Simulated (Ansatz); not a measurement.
# SiO2 (silicon dioxide molecule): levels of theory compared

We compute a comparison of 6 runs (HF/STO-3G, BLYP/STO-3G, SVWN5/STO-3G, MP2/STO-3G, CCSDT(Q)/STO-3G, CCSDTQ/STO-3G) of SiO2 (silicon dioxide molecule). 

Program for the calculation: Ansatz 0.2.0.

37 further runs of the same task are left out: 8 that didn't finish, 29 set aside as unsound or not needed.

## Step 1: The system as given

SiO2 has 3 atoms, charge 0, and is taken as a singlet. As SMILES, `O=[Si]=O`. The Si2–O1 distance was set to 2.237 Å, away from the relaxed value.

Bond lengths: Si2–O3 1.491 Å. A long bond or contact: O1–Si2 2.237 Å.

## Step 2: A single-point energy at HF/STO-3G (run 1)

Input file input.yaml:

```yaml
crystal:
  periodic: [false, false, false]
  atoms:
    - symbol: O
      position_ang: [1.037222, 1.825736, 0.770699]
    - symbol: Si
      position_ang: [-0.000730, 0.000440, -0.000160]
    - symbol: O
      position_ang: [-0.690510, -1.217740, -0.513580]
basis:
  gaussian:
    orbitals: STO-3G
hamiltonian:
  xc: hf
accuracy: high
```

Launch:

```
$ ansatz run input.yaml --threads 1 --pin off --max-ram 2610MiB --events-out events.jsonl --progress --plain --runs-dir runs
```

Standard output:

```text
Warning: RAYON_NUM_THREADS=1 ignored (pool sized by the plan → 1); use --threads N
Functional definition: HF
  name "HF"
  exchange = exact_x
  correlation = 0
315 factors; integrals over basis functions are off by at most 2.4e-8 eV
mean field evaluation 1: about -11770.7474 eV, gradient 5.0e1 eV
mean field evaluation 2: about -11770.7693 eV, gradient 5.0e1 eV
mean field evaluation 4: about -11780.5363 eV, gradient 3.4e1 eV
mean field evaluation 8: about -11784.8523 eV, gradient 2.3e-1 eV
mean field evaluation 16: about -11784.8350 eV, gradient 2.3e-8 eV
mean field evaluation 32: about -11771.6745 eV, gradient 6.5e1 eV
mean field -11784.83500756 eV, -433.0846984797 hartree, gradient 2.5e-8 eV, S^2 0.000000; 0 other end points of the search recorded, 0 dependent functions left out
reference -11784.83500756 eV, -433.0846984797 hartree; 15, 15 occupied and 4, 4 virtual orbitals, 315 factors
Total energy: -11784.83500756 eV, -433.0846984797 hartree
```

Run time: 0.16 s. Hardware: 1 thread of AMD EPYC 7R43 (Zen 3), shared host.

## Step 3: A single-point energy at BLYP/STO-3G (run 2)

Input file run.yaml:

```yaml
crystal:
  periodic: [false, false, false]
  atoms:
    - {symbol: O, position_ang: [1.037222, 1.825736, 0.770699]}
    - {symbol: Si, position_ang: [-0.000730, 0.000440, -0.000160]}
    - {symbol: O, position_ang: [-0.690510, -1.217740, -0.513580]}
basis:
  gaussian:
    orbitals: STO-3G
hamiltonian:
  xc: {name: BLYP}
accuracy: high
```

Launch:

```
$ ansatz run run.yaml --threads 1 --pin off --max-ram 2610MiB --events-out events.jsonl --progress --plain --runs-dir runs
```

Standard output:

```text
Warning: RAYON_NUM_THREADS=1 ignored (pool sized by the plan → 1); use --threads N
Functional definition: BLYP
  name "BLYP"
  parameter beta = 0.0042
  parameter a = 0.04918
  parameter b = 0.132
  parameter c = 0.2533
  parameter d = 0.349
  exchange = b88_x(beta = beta)
  correlation = lyp_c(a = a, b = b, c = c, d = d)
315 factors; integrals over basis functions are off by at most 2.4e-8 eV
mean field evaluation 1: about -11804.1139 eV, gradient 5.2e1 eV
mean field evaluation 2: about -11625.4753 eV, gradient 9.0e1 eV
mean field evaluation 4: about -11773.9275 eV, gradient 8.7e1 eV
mean field evaluation 8: about -11816.0172 eV, gradient 2.1e-1 eV
mean field evaluation 16: about -11811.1047 eV, gradient 1.5e1 eV
mean field -11816.01768878 eV, -434.2306408783 hartree, gradient 2.3e-8 eV, S^2 0.000000; 0 other end points of the search recorded, 0 dependent functions left out
reference -11816.01771717 eV, -434.2306419214 hartree; 15, 15 occupied and 4, 4 virtual orbitals, 315 factors
Total energy: -11816.01771717 eV, -434.2306419214 hartree
```

Wall time 0.95 s (1 thread of AMD EPYC 7R43 (Zen 3), shared host); peak memory 0.1 GiB.

Runs 3 to 5 aren't shown in full; the table further down has their settings and results.

## Step 4: The energy at CCSDTQ/STO-3G (run 6)

Input file molecule.yaml:

```yaml
crystal:
  periodic: [false, false, false]
  atoms:
    - symbol: O
      position_ang: [1.037222, 1.825736, 0.770699]
    - symbol: Si
      position_ang: [-0.000730, 0.000440, -0.000160]
    - symbol: O
      position_ang: [-0.690510, -1.217740, -0.513580]
basis:
  gaussian:
    orbitals: STO-3G
correlation:
  method: ccsdtq
  frozen_orbitals: {O: 1, Si: 5}
scf:
  omitted_lower_state_checks: [cluster_reference, increment]
accuracy: high
```

Launch:

```
$ ansatz run molecule.yaml --threads 1 --pin off --max-ram 2610MiB --events-out events.jsonl --progress --plain --runs-dir runs
```

Standard output:

```text
Warning: RAYON_NUM_THREADS=1 ignored (pool sized by the plan → 1); use --threads N
[... 15 lines left out ...]
7 core orbitals not correlated: weight in the atoms' cores, before any rotation towards them, 1.000 or more for the frozen orbitals, at most 0.000 for the correlated occupied ones
[... 71 lines left out ...]
Total energy: -11789.87218145 eV, -433.2698112059 hartree
Checks for a lower state left out: cluster_reference, increment
```

Wall time 20 s (1 thread of AMD EPYC 7R43 (Zen 3), shared host); peak memory 0.39 GiB.

## Step 5: All runs side by side

| run | level | frozen core orbitals | energy (Eh) | wall time |
| --- | --- | --- | --- | --- |
| 1 | HF/STO-3G | – | -433.084698 | 0.16 s |
| 2 | BLYP/STO-3G | – | -434.230642 | 0.95 s |
| 3 | SVWN5/STO-3G | – | -432.017107 | 0.63 s |
| 4 | MP2/STO-3G | 7 | -433.241112 | 0.63 s |
| 5 | CCSDT(Q)/STO-3G | 7 | -433.269193 | 1.2 s |
| 6 | CCSDTQ/STO-3G | 7 | -433.269811 | 20 s |

## Step 6: Results

```
                                          quantity          value
                               run 6: total energy  -433.26981 Eh
run 6: correlation energy (7 core orbitals frozen)     -185.1 mEh
                              run 6: T1 diagnostic          0.038
```

Below the HF energy at the same shape and in the same basis (STO-3G): MP2 -156.4 mEh; CCSDT(Q) -184.5 mEh; CCSDTQ -185.1 mEh. Totals of different functionals can't be ranked against each other. In runs 4, 5, 6 the log says that unrestricted orbitals would lower the reference, so the values rest on an unstable closed-shell determinant (other closed-shell runs at this shape may share the fault). In runs 1, 2, 3, 4, 5, 6 the basis is minimal, so the values are rough. All runs together took 23 s, the longest 20 s.
